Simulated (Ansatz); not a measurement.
# Structure relaxation of NaTi3Bi2

All numbers below come from DFT PBE, scalar-relativistic, plane waves, PAW (Ansatz). Cutoff 420 eV, Γ-centred k mesh, Gaussian smearing, no spin polarisation in the final step.

The start puts NaTi3Bi2 on the sites of a reported ZrCo3B2 cell (P6/mmm, No. 191), with Na in place of Zr, Bi in place of B, Ti in place of Co, at a guessed volume.

```
Na Ti Bi
1.0
     6.11303    0.00000    0.00000
    -3.05651    5.29404    0.00000
     0.00000    0.00000    3.82520
Na Ti Bi
1 3 2
Cartesian
  0.0000 0.0000 0.0000
  3.0565 0.0000 1.9126
  1.5283 2.6470 1.9126
  -1.5283 2.6470 1.9126
  0.0000 3.5294 0.0000
  3.0565 1.7647 0.0000
```

Cell and atoms relax at zero pressure; the relaxation can't lower the symmetry of the start. After a coarse first stage the cell is made exact in the group found at 0.06 Å.

Energies over the elements count from the elements' standard structures at the same level, with no empirical corrections.

Task: What does it relax into?

Result: It keeps P6/mmm (No. 191). Conventional cell: a = 6.046 Å, c = 4.626 Å. Around Na lie 6 Bi at 3.49 Å and 12 Ti at 3.81 Å; Ti is coordinated by 4 Bi at 2.90 Å and 4 Ti at 3.02 Å; Bi has 6 Ti at 2.90 Å, 3 Na at 3.49 Å and 3 Bi at 3.49 Å.

```xyz
6
Lattice="6.0463 0.0000 0.0000 -3.0231 5.2362 0.0000 0.0000 0.0000 4.6265" Properties=species:S:1:pos:R:3 pbc="T T T"
Na    0.0000    0.0000    0.0000
Ti    3.0231    0.0000    2.3132
Ti    1.5116    2.6181    2.3132
Ti   -1.5116    2.6181    2.3132
Bi    0.0000    3.4908    0.0000
Bi    3.0231    1.7454    0.0000
```

Task: What are its volume, energy, density and gap?

Result: The volume per atom is 24.41 Å³ and the density is 6.63 g/cm³. The energy over the elements is 0.17 eV/atom and the gap on the 6×6×8 mesh is 0 eV (a metal).

The final run used a 6×6×8 mesh on its 6-atom cell and 0.10 eV smearing. The k mesh leaves about 4 meV/atom of noise in metals. Spin–orbit coupling is left out. A structure relaxed within its symmetry needn't be a true minimum. The steps took of the order of 120 core-seconds in all.

Cost: 3 runs of about 2 core-minutes in all, on Arm Neoverse V2 (shared hosts).